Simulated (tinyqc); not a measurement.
Inside a calculation. Method: extended Hueckel theory, for LiF. One step of it, computed by the program tinyqc.

Question. Mulliken analysis. P = C n C^T; charge = valence electrons (F 7, Li 1) minus the sum of (P S)_ii on the atom; overlap population = 2 sum P_ij S_ij between two atoms.

coefficients:
```
               MO1        MO2        MO3       MO4        MO5        MO6        MO7        MO8
1Li 2s   -0.002636  -0.010567   0.000000  0.000000   0.858049   0.000000   0.000000   0.629130
1Li 2px   0.000000   0.000000   0.008434  0.003306   0.000000   0.975664  -0.276190   0.000000
1Li 2py   0.000000   0.000000  -0.003306  0.008434   0.000000   0.276190   0.975664   0.000000
1Li 2pz  -0.023559  -0.000497   0.000000  0.000000  -0.515484   0.000000   0.000000   1.000054
2F 2s     1.010804   0.003338   0.000000  0.000000  -0.044810   0.000000   0.000000  -0.605456
2F 2px    0.000000   0.000000   0.929613  0.364332   0.000000  -0.170406   0.048238   0.000000
2F 2py    0.000000   0.000000  -0.364332  0.929613   0.000000  -0.048238  -0.170406   0.000000
2F 2pz   -0.001178   0.999257   0.000000  0.000000   0.039701   0.000000   0.000000   0.090243
```

occupations: 2.000000  2.000000  2.000000  2.000000  0.000000  0.000000  0.000000  0.000000

overlap S:
```
            1Li 2s   1Li 2px   1Li 2py    1Li 2pz     2F 2s    2F 2px    2F 2py     2F 2pz
1Li 2s    1.000000  0.000000  0.000000   0.000000  0.301094  0.000000  0.000000  -0.063421
1Li 2px   0.000000  1.000000  0.000000   0.000000  0.000000  0.165846  0.000000   0.000000
1Li 2py   0.000000  0.000000  1.000000   0.000000  0.000000  0.000000  0.165846   0.000000
1Li 2pz   0.000000  0.000000  0.000000   1.000000  0.434246  0.000000  0.000000  -0.045372
2F 2s     0.301094  0.000000  0.000000   0.434246  1.000000  0.000000  0.000000   0.000000
2F 2px    0.000000  0.165846  0.000000   0.000000  0.000000  1.000000  0.000000   0.000000
2F 2py    0.000000  0.000000  0.165846   0.000000  0.000000  0.000000  1.000000   0.000000
2F 2pz   -0.063421  0.000000  0.000000  -0.045372  0.000000  0.000000  0.000000   1.000000
```

Give: charges; Overlap populations.

Answer.

charges: 1Li 1.013, 2F -1.013

Overlap populations:
```
pair      value
2-1   -0.029854
```
